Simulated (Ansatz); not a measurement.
in.yaml

```yaml
crystal:
  periodic: [false, false, false]
  atoms:
    - {symbol: Ge, position_ang: [0.064560, -0.098074, 2.720616]}
    - {symbol: Ge, position_ang: [-0.100321, -0.022317, 0.401074]}
    - {symbol: N, position_ang: [-0.023687, -0.335938, -1.285790]}
    - {symbol: H, position_ang: [0.059448, 0.456329, -1.835900]}
basis:
  gaussian: {orbitals: cc-pVDZ}
magnetization: {spin_polarized: false}
correlation: {method: ccsdt_q, electrons: outside_noble_gas}
```

```sh
$ ansatz run in.yaml --threads 1 --pin off --events-out ev --progress --plain --max-ram 2393MiB
```

(1) Roughly how long does this take on 1 thread of Arm Neoverse V2, shared host, and how much host memory?

```
1433 factors; integrals over basis functions are off by at most 1.3e-7 eV
mean field evaluation 1: about -114434.6924 eV, gradient 4.2e1 eV
mean field evaluation 2: about -114434.6960 eV, gradient 4.2e1 eV
mean field evaluation 4: about -114439.6588 eV, gradient 4.3e0 eV
mean field evaluation 8: about -114439.7989 eV, gradient 2.1e-1 eV
mean field evaluation 16: about -114429.5034 eV, gradient 6.1e1 eV
mean field evaluation 32: about -114439.0735 eV, gradient 2.9e0 eV
mean field evaluation 64: about -114415.1906 eV, gradient 4.2e1 eV
mean field evaluation 96: about -114439.2142 eV, gradient 1.6e-3 eV
mean field evaluation 128: about -114435.0264 eV, gradient 5.8e0 eV
mean field -114439.79985602 eV, -4205.5850746264 hartree, gradient 2.0e-6 eV, S^2 0.000000; 8 other end points of the search recorded, 0 dependent functions left out; unrestricted orbitals would lower it
mean field evaluation 160: about -114440.7287 eV, gradient 1.4e-1 eV
determinant -114439.79985602 eV, -4205.5850746264 hartree, with singles and doubles -114449.47163403 eV, -4205.9405059123 hartree
determinant -114439.21420389 eV, -4205.5635523075 hartree, with singles and doubles -114448.73781226 eV, -4205.9135384599 hartree
29 core orbitals not correlated: weight in the atoms' cores, before any rotation towards them, 0.998 or more for the frozen orbitals, at most 0.003 for the correlated occupied ones
reference -114439.79985602 eV, -4205.5850746264 hartree; 7, 7 occupied and 37, 37 virtual orbitals, 1433 factors
second order -9.03338851 eV of doubles, -0.00000000 eV of singles
...
cycle  34  -10.26424167 eV  change   -1.5e-7 eV  update   7.7e-6
cycle  35  -10.26423983 eV  change    1.8e-6 eV  update   6.5e-6
cycle  36  -10.26423540 eV  change    4.4e-6 eV  update   5.7e-6
cycle  37  -10.26423389 eV  change    1.5e-6 eV  update   5.3e-6
cycle  38  -10.26423283 eV  change    1.1e-6 eV  update   4.4e-6
cycle  39  -10.26423142 eV  change    1.4e-6 eV  update   3.8e-6
cycle  40  -10.26423013 eV  change    1.3e-6 eV  update   3.3e-6
cycle  41  -10.26422949 eV  change    6.4e-7 eV  update   2.9e-6
cycle  42  -10.26422960 eV  change   -1.2e-7 eV  update   2.4e-6
cycle  43  -10.26422911 eV  change    4.9e-7 eV  update   1.7e-6
perturbative correction -0.09383011 eV, -0.0034481931 hartree
Total energy: -114450.15791525 eV, -4205.9657262821 hartree
```

## Answers

(1) 75 s wall and 0.44 GiB.
